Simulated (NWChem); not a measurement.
System: SiH₂ cation, doublet

NWChem input:

```
start job
memory heap 200 mb stack 900 mb global 1100 mb
charge 1
geometry units angstroms noautoz
  Si     0.000000     0.000000     0.178272
  H      1.289027     0.000000    -0.570238
  H     -1.289027     0.000000    -0.570238
end
basis spherical
  Si library aug-cc-pvtz
  H library aug-cc-pvtz
end
dft
  odft
  mult 2
  xc hfexch
  iterations 150
  mulliken
end
task dft gradient
```

Excerpt of the output:

```
             Northwest Computational Chemistry Package (NWChem) 7.3.0
             --------------------------------------------------------

 C2V symmetry detected

                             Geometry "geometry" -> ""
                             -------------------------

 Output coordinates in angstroms (scale by  1.889725989 to convert to a.u.)

  No.       Tag          Charge          X              Y              Z
 ---- ---------------- ---------- -------------- -------------- --------------
    1 Si                  14.0000     0.00000000     0.00000000     0.09356375
    2 H                    1.0000     1.28902700     0.00000000    -0.65494625
    3 H                    1.0000    -1.28902700     0.00000000    -0.65494625

 Effective nuclear repulsion energy (a.u.)      10.1455982416

      Symmetry information
      --------------------

 Group name             C2v
 Group number             16
 Group order               4
 No. of unique centers     2

  xc_inp: hfexch multiplicative factor not found.

                                 NWChem DFT Module
                                 -----------------

 Summary of "ao basis" -> "ao basis" (spherical)
 ------------------------------------------------------------------------------
       Tag                 Description            Shells   Functions and Types
 ---------------- ------------------------------  ------  ---------------------
 Si                       aug-cc-pvtz               16       50   6s5p3d2f
 H                        aug-cc-pvtz                9       23   4s3p2d

      Symmetry analysis of basis
      --------------------------

        a1         37
        a2         12
        b1         28
        b2         19

            General Information
            -------------------
          SCF calculation type: DFT
          Wavefunction type:  spin polarized.
          No. of atoms     :     3
          No. of electrons :    15
           Alpha electrons :     8
            Beta electrons :     7
          Charge           :     1
          Spin multiplicity:     2
          Use of symmetry is: on ; symmetry adaption is: on
          Maximum number of iterations: 150
          AO basis - number of functions:    96
                     number of shells:    34
          Convergence on energy requested:  1.00D-06
          Convergence on density requested:  1.00D-05
          Convergence on gradient requested:  5.00D-04

              XC Information
              --------------
                     Hartree-Fock (Exact) Exchange  1.000

      Superposition of Atomic Density Guess
      -------------------------------------

 Sum of atomic energies:        -289.84089693

 Renormalizing density from      16.00 to     15

      Non-variational initial energy
      ------------------------------

 Total energy =    -278.189755
 1-e energy   =    -395.119088
 2-e energy   =     106.783735
 HOMO         =      -0.588228
 LUMO         =      -0.499664

   Symmetry analysis of molecular orbitals - initial alpha
   -------------------------------------------------------

  Numbering of irreducible representations:

     1 a1          2 a2          3 b1          4 b2

  Orbital symmetries:

     1 a1          2 a1          3 b1          4 a1          5 b2
     6 a1          7 b1          8 a1          9 b2         10 a1
    11 b1         12 a1         13 b1         14 a1         15 a2
    16 b2         17 a1         18 b2

   Symmetry analysis of molecular orbitals - initial beta
   ------------------------------------------------------

  Numbering of irreducible representations:

     1 a1          2 a2          3 b1          4 b2

  Orbital symmetries:

     1 a1          2 a1          3 b1          4 a1          5 b2
     6 a1          7 b1          8 a1          9 b2         10 a1
    11 b1         12 a1         13 b1         14 a1         15 a2
    16 b2         17 a1         18 b2

     ---------------------------------------------
      Total Density - Mulliken Population Analysis
     ---------------------------------------------

    Atom       Charge   Shell Charges
 -----------   ------   -------------------------------------------------------
    1 Si  14    13.52   2.00  2.14  0.98  0.29  0.36 -0.04  5.79  1.21  0.42  0.30 -0.01  0.03  0.04 -0.00  0.01 -0.00
    2 H    1     0.74   0.19  0.41  0.14  0.01  0.00  0.00 -0.02  0.00 -0.01
    3 H    1     0.74   0.19  0.41  0.14  0.01  0.00  0.00 -0.02  0.00 -0.01

     --------------------------------------------
      Spin Density - Mulliken Population Analysis
     --------------------------------------------

    Atom       Charge   Shell Charges
 -----------   ------   -------------------------------------------------------
    1 Si  14     0.82  -0.00  0.00  0.07  0.03  0.05 -0.00  0.00  0.47  0.06  0.14 -0.00  0.00  0.01 -0.00  0.00 -0.00
    2 H    1     0.09   0.02  0.05  0.02 -0.00  0.00  0.00 -0.00  0.00 -0.00
    3 H    1     0.09   0.02  0.05  0.02 -0.00  0.00  0.00 -0.00  0.00 -0.00

   convergence    iter        energy       DeltaE   RMS-Dens  Diis-err
 ---------------- ----- ----------------- --------- --------- ---------
 d= 0,ls=0.0,diis     1   -289.6056534746 -3.00D+02  6.56D-03  6.89D-01
                                                     6.24D-03  6.86D-01
 d= 0,ls=0.0,diis     2   -289.7338510423 -1.28D-01  1.31D-03  3.16D-02
                                                     1.16D-03  3.01D-02
 d= 0,ls=0.0,diis     3   -289.7399375102 -6.09D-03  3.69D-04  5.77D-04
                                                     1.97D-04  4.27D-04
 d= 0,ls=0.0,diis     4   -289.7408653330 -9.28D-04  1.12D-04  4.88D-05
                                                     7.83D-05  3.88D-05
 d= 0,ls=0.0,diis     5   -289.7409671499 -1.02D-04  3.42D-05  2.97D-06
                                                     2.06D-05  2.92D-06
  Resetting Diis
 d= 0,ls=0.0,diis     6   -289.7409741960 -7.05D-06  8.28D-06  3.14D-07
                                                     7.23D-06  3.30D-07
 d= 0,ls=0.0,diis     7   -289.7409750046 -8.09D-07  1.34D-06  2.72D-08
                                                     1.00D-06  1.95D-08

         Total DFT energy =     -289.740975004622
      One electron energy =     -416.879013633512
           Coulomb energy =      137.798631530034
    Exchange-Corr. energy =      -20.806191142754
 Nuclear repulsion energy =       10.145598241610

 Numeric. integr. density =        0.000000000000

                  Occupations of the irreducible representations
                  ----------------------------------------------

                     irrep           alpha         beta
                     --------     --------     --------
                     a1                5.0          4.0
                     a2                0.0          0.0
                     b1                2.0          2.0
                     b2                1.0          1.0

                    DFT Final Alpha Molecular Orbital Analysis
                    ------------------------------------------

 Vector    6  Occ=1.000000D+00  E=-9.883354D-01  Symmetry=a1
              MO Center= -1.8D-15,  7.8D-18, -1.8D-01, r^2= 1.6D+00
   Bfn.  Coefficient  Atom+Function         Bfn.  Coefficient  Atom+Function
  ----- ------------  ---------------      ----- ------------  ---------------
     3      0.558147  1 Si s                 52      0.150749  2 H  s
    75      0.150749  3 H  s                  5      0.145081  1 Si s
    51      0.094305  2 H  s                 74      0.094305  3 H  s
     4      0.086292  1 Si s                 53      0.062729  2 H  s
    76      0.062729  3 H  s                  6     -0.042619  1 Si s

 Vector    7  Occ=1.000000D+00  E=-7.905838D-01  Symmetry=b1
              MO Center= -5.8D-16,  1.3D-16, -4.3D-01, r^2= 2.0D+00
   Bfn.  Coefficient  Atom+Function         Bfn.  Coefficient  Atom+Function
  ----- ------------  ---------------      ----- ------------  ---------------
    10      0.399511  1 Si px                52      0.232521  2 H  s
    75     -0.232521  3 H  s                 51      0.139806  2 H  s
    74     -0.139806  3 H  s                 53      0.135589  2 H  s
    76     -0.135589  3 H  s                 30      0.069874  1 Si d  1
    16      0.065090  1 Si px                25      0.048167  1 Si d  1

 Vector    8  Occ=1.000000D+00  E=-6.637842D-01  Symmetry=a1
              MO Center= -2.6D-16,  2.5D-17,  3.8D-01, r^2= 1.9D+00
   Bfn.  Coefficient  Atom+Function         Bfn.  Coefficient  Atom+Function
  ----- ------------  ---------------      ----- ------------  ---------------
    12      0.553605  1 Si pz                 5      0.458920  1 Si s
     3      0.266814  1 Si s                 53     -0.198865  2 H  s
    76     -0.198865  3 H  s                 18      0.161484  1 Si pz
    52     -0.146022  2 H  s                 75     -0.146022  3 H  s
    51     -0.080173  2 H  s                 74     -0.080173  3 H  s

 Vector    9  Occ=0.000000D+00  E=-2.611119D-01  Symmetry=b2
              MO Center= -3.2D-15,  8.6D-16,  1.3D-01, r^2= 2.8D+00
   Bfn.  Coefficient  Atom+Function         Bfn.  Coefficient  Atom+Function
  ----- ------------  ---------------      ----- ------------  ---------------
    17      0.515877  1 Si py                11      0.498300  1 Si py
    20      0.054750  1 Si py                14      0.050701  1 Si py
    23      0.032812  1 Si d -1

 Vector   10  Occ=0.000000D+00  E=-1.121743D-01  Symmetry=a1
              MO Center=  4.8D-14,  1.4D-15,  3.3D-01, r^2= 1.2D+01
   Bfn.  Coefficient  Atom+Function         Bfn.  Coefficient  Atom+Function
  ----- ------------  ---------------      ----- ------------  ---------------
    54      0.877086  2 H  s                 77      0.877086  3 H  s
     6     -0.668806  1 Si s                  5     -0.517291  1 Si s
    21      0.433353  1 Si pz                 3     -0.300233  1 Si s
    53      0.247946  2 H  s                 76      0.247946  3 H  s
    18      0.242705  1 Si pz                12      0.072283  1 Si pz

 Vector   11  Occ=0.000000D+00  E=-9.754045D-02  Symmetry=b1
              MO Center=  1.4D-13,  4.5D-15,  9.3D-01, r^2= 7.1D+00
   Bfn.  Coefficient  Atom+Function         Bfn.  Coefficient  Atom+Function
  ----- ------------  ---------------      ----- ------------  ---------------
    54     -1.563557  2 H  s                 77      1.563557  3 H  s
    19      1.491480  1 Si px                16      0.319045  1 Si px
    35     -0.241313  1 Si d  1              25     -0.221308  1 Si d  1
    53     -0.167332  2 H  s                 76      0.167332  3 H  s
    10      0.157889  1 Si px                30     -0.118128  1 Si d  1

                     DFT Final Beta Molecular Orbital Analysis
                     -----------------------------------------

 Vector    5  Occ=1.000000D+00  E=-4.572348D+00  Symmetry=a1
              MO Center= -5.9D-16, -1.6D-18,  9.4D-02, r^2= 1.0D-01
   Bfn.  Coefficient  Atom+Function         Bfn.  Coefficient  Atom+Function
  ----- ------------  ---------------      ----- ------------  ---------------
     9      0.920129  1 Si pz                15      0.133498  1 Si pz

 Vector    6  Occ=1.000000D+00  E=-9.310923D-01  Symmetry=a1
              MO Center= -6.5D-16,  4.2D-17, -3.3D-01, r^2= 1.5D+00
   Bfn.  Coefficient  Atom+Function         Bfn.  Coefficient  Atom+Function
  ----- ------------  ---------------      ----- ------------  ---------------
     3      0.519593  1 Si s                  5      0.160550  1 Si s
    12     -0.141991  1 Si pz                52      0.142375  2 H  s
    75      0.142375  3 H  s                 51      0.098129  2 H  s
    74      0.098129  3 H  s                  4      0.079032  1 Si s
    53      0.056543  2 H  s                 76      0.056543  3 H  s

 Vector    7  Occ=1.000000D+00  E=-7.604221D-01  Symmetry=b1
              MO Center= -3.5D-16,  6.1D-17, -3.9D-01, r^2= 2.0D+00
   Bfn.  Coefficient  Atom+Function         Bfn.  Coefficient  Atom+Function
  ----- ------------  ---------------      ----- ------------  ---------------
    10      0.428602  1 Si px                52      0.206649  2 H  s
    75     -0.206649  3 H  s                 53      0.135519  2 H  s
    76     -0.135519  3 H  s                 51      0.130911  2 H  s
    74     -0.130911  3 H  s                 16      0.082395  1 Si px
    30      0.075728  1 Si d  1              25      0.051685  1 Si d  1

 Vector    8  Occ=0.000000D+00  E=-2.471997D-01  Symmetry=a1
              MO Center= -1.3D-15,  9.3D-15,  4.4D-01, r^2= 2.8D+00
   Bfn.  Coefficient  Atom+Function         Bfn.  Coefficient  Atom+Function
  ----- ------------  ---------------      ----- ------------  ---------------
    18      0.382816  1 Si pz                12      0.348047  1 Si pz
     5      0.299459  1 Si s                  3      0.258469  1 Si s
    52     -0.109657  2 H  s                 53     -0.109836  2 H  s
    75     -0.109657  3 H  s                 76     -0.109836  3 H  s
     6      0.103648  1 Si s                 51     -0.063873  2 H  s

 Vector    9  Occ=0.000000D+00  E=-2.363435D-01  Symmetry=b2
              MO Center= -1.2D-15, -9.6D-15, -3.4D-03, r^2= 3.1D+00
   Bfn.  Coefficient  Atom+Function         Bfn.  Coefficient  Atom+Function
  ----- ------------  ---------------      ----- ------------  ---------------
    17      0.538336  1 Si py                11      0.457032  1 Si py
    20      0.086472  1 Si py                14      0.049085  1 Si py
    23     -0.029148  1 Si d -1

 Vector   10  Occ=0.000000D+00  E=-1.078975D-01  Symmetry=a1
              MO Center=  1.1D-14, -1.2D-14, -1.6D-04, r^2= 1.3D+01
   Bfn.  Coefficient  Atom+Function         Bfn.  Coefficient  Atom+Function
  ----- ------------  ---------------      ----- ------------  ---------------
    54      0.991064  2 H  s                 77      0.991064  3 H  s
     6     -0.812926  1 Si s                  5     -0.657602  1 Si s
    21      0.387092  1 Si pz                53      0.298068  2 H  s
    76      0.298068  3 H  s                  3     -0.276128  1 Si s
    18      0.208118  1 Si pz                12      0.071388  1 Si pz

     ---------------------------------------------
      Total Density - Mulliken Population Analysis
     ---------------------------------------------

    Atom       Charge   Shell Charges
 -----------   ------   -------------------------------------------------------
    1 Si  14    13.01   2.00  1.93  1.01  0.17  0.34 -0.06  5.49  1.22  0.57  0.24 -0.02  0.06  0.06 -0.00  0.01 -0.00
    2 H    1     1.00   0.22  0.50  0.24  0.02  0.00  0.01  0.00  0.00  0.00
    3 H    1     1.00   0.22  0.50  0.24  0.02  0.00  0.01  0.00  0.00  0.00

     --------------------------------------------
      Spin Density - Mulliken Population Analysis
     --------------------------------------------

    Atom       Charge   Shell Charges
 -----------   ------   -------------------------------------------------------
    1 Si  14     0.75   0.00  0.00  0.12  0.01  0.08 -0.01  0.00  0.41  0.02  0.10 -0.00  0.00  0.01 -0.00  0.00 -0.00
    2 H    1     0.13   0.02  0.07  0.04 -0.00 -0.00  0.00 -0.00  0.00  0.00
    3 H    1     0.13   0.02  0.07  0.04 -0.00 -0.00  0.00 -0.00  0.00  0.00

     -------------------------------------------
      Total Density - Lowdin Population Analysis
     -------------------------------------------

[...]

                         DFT ENERGY GRADIENTS

    atom               coordinates                        gradient
                 x          y          z           x          y          z
   1 Si      0.000000   0.000000   0.176810    0.000000   0.000000   0.007019
   2 H       2.435908   0.000000  -1.237669    0.005605   0.000000  -0.003510
   3 H      -2.435908   0.000000  -1.237669   -0.005605   0.000000  -0.003510
```

Level: UHF/aug-cc-pVTZ. In the optimisation the excess spin sits in a1 (C2v, its own frame). The geometry was optimised at PBE0-D3(BJ)/def2-TZVP, spin-unrestricted. No stability test was run on the SCF state.
